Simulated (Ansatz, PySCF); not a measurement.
Species: PH₃ (charge +1, doublet). 
Geometry from a B3LYP-D3(BJ)/def2-TZVP (Ansatz, a quantum-chemistry and plane-wave program) optimisation:
```
P
H 1 1.4029
H 1 1.4029 2 113.00
H 1 1.4029 2 113.00 3 129.90
```
Charge +1, spin multiplicity 2.

Total electronic energies in hartree. Cores are frozen in the correlated levels unless marked. UHF or UKS for open shells. Spin-orbit coupling is left out. No relativistic terms. FCI takes restricted orbitals. CBS marks a two-point X^-3 extrapolation of the correlation energy; Hartree-Fock from the larger set. The bracket is a focal-point correction in the basis named.

```csv
level,program,energy (Eh)
HF/STO-3G,Ansatz,-338.39500
HF/def2-SVPD,Ansatz,-342.05225
HF/cc-pVTZ,Ansatz,-342.17309
RI-HF/cc-pV(Q+d)Z,Ansatz,-342.17965
TPSS-D4/def2-TZVPD,PySCF + dftd4,-342.82459
r2SCAN/def2-TZVPD,Ansatz,[?]
B3LYP/def2-TZVPD,Ansatz,-342.81557
MP2/aug-cc-pV(D+d)Z,Ansatz,-342.26918
SCS-MP2/aug-cc-pV(D+d)Z,Ansatz,-342.27637
SCS-MP2/def2-TZVPPD,Ansatz,-342.31014
CCSD/def2-QZVPP,Ansatz,-342.34499
CCSD(T)/6-31G,Ansatz,-342.15357
FCI/6-31G,Ansatz,-342.15384
"RI-MP2/CBS(def2-TZVPPD,def2-QZVPPD)+[CCSD(T)-MP2]/def2-QZVPPD",Ansatz,-342.3566
"CCSD(T)/CBS(def2-TZVPPD,def2-QZVPPD)",Ansatz,-342.3557
```

Complete the blanks.


- r2SCAN/def2-TZVPD, energy (Eh): -342.76440
